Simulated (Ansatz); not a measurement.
## Ansatz (development build ahead of 0.2.0) run

```yaml
crystal:
  periodic: [false, false, false]
  atoms:
    - { symbol: C, position_ang: [-0.00279, 0.00562, 0.00779] }
    - { symbol: C, position_ang: [0.88777, 0.87651, 0.88945] }
    - { symbol: C, position_ang: [0.89032, -0.89147, -0.88593] }
    - { symbol: C, position_ang: [-0.88837, 0.87528, -0.88177] }
    - { symbol: C, position_ang: [-0.88234, -0.88428, 0.87413] }
    - { symbol: H, position_ang: [0.27356, 1.52386, 1.53503] }
    - { symbol: H, position_ang: [1.53306, 0.28214, 1.54081] }
    - { symbol: H, position_ang: [1.52396, 1.53181, 0.27699] }
    - { symbol: H, position_ang: [0.27033, -1.53039, -1.54173] }
    - { symbol: H, position_ang: [1.53913, -0.26929, -1.53951] }
    - { symbol: H, position_ang: [1.5415, -1.52784, -0.27309] }
    - { symbol: H, position_ang: [-1.52897, 0.27799, -1.54203] }
    - { symbol: H, position_ang: [-1.53825, 1.5284, -0.28237] }
    - { symbol: H, position_ang: [-0.26982, 1.5402, -1.53888] }
    - { symbol: H, position_ang: [-1.52741, -1.53276, 0.26743] }
    - { symbol: H, position_ang: [-0.27969, -1.53256, 1.5425] }
    - { symbol: H, position_ang: [-1.53398, -0.28434, 1.52955] }
basis:
  gaussian: { orbitals: STO-3G }
hamiltonian:
  xc: hf
correlation:
  method: mp2
  frozen_orbitals: { C: 1, H: 0 }
```

The input is written out in the form of the current development build from the run's settings.

Output:

- Converged: yes
- Reference energy: -194.04157 hartree
- Correlation energy: -0.26546 hartree
- Total energy: -194.30704 hartree
- Spin squared of the determinant: 0.000
